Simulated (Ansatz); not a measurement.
# CHAlN, doublet in cc-pVDZ: errors against UCCSDT(Q)

Geometry: displaced at random from a stationary point.

```xyz
4

Al   -0.0110    0.0980    1.0238
C    -0.0118    0.4620   -1.1141
N     0.0361   -0.6610   -0.8697
H    -0.0666    1.0554   -2.0452
```

Basis cc-pVDZ; Ansatz 0.2.0. Only valence electrons are correlated (noble-gas cores frozen), which leaves 13 electrons in 44 orbitals. R marks a restricted (for open shells ROHF) determinant, U an unrestricted one. Active spaces: frontier = (9e, 9o) about the gap.

Full CI isn't at hand for all of this; UCCSDT(Q) serves as the reference, and is uncertain by about the last step of the cluster series. The frozen core follows each run's orbitals, which can shift R against U totals by a few meV.

For open shells CISD is restricted-active-space CI with the open shells as a complete middle space.

```
UHF ⟨S²⟩                          : 0.771
T1 diagnostic (RCCSD)             : 0.0207
largest doubles amplitude (RCCSD) : 0.104
T1 diagnostic (UCCSD)             : 0.0223
```

**Question.** From what is known of these methods and the diagnostics, rank them by the size of their error in total energy against UCCSDT(Q) in cc-pVDZ, smallest first (an estimate: the text doesn't fix the numbers).
A. RCCSD
B. MRCISD+Q (frontier space)
C. RCCSDT(Q)
D. RCCSDT
E. UCCSD(T)

**Answer.** C (0.1 kJ/mol), D (3.8 kJ/mol), E (5.6 kJ/mol), B (10.1 kJ/mol), A (42.6 kJ/mol).

All errors are against UCCSDT(Q) in cc-pVDZ. Within each family the higher level lies nearer, as is usual though not guaranteed.
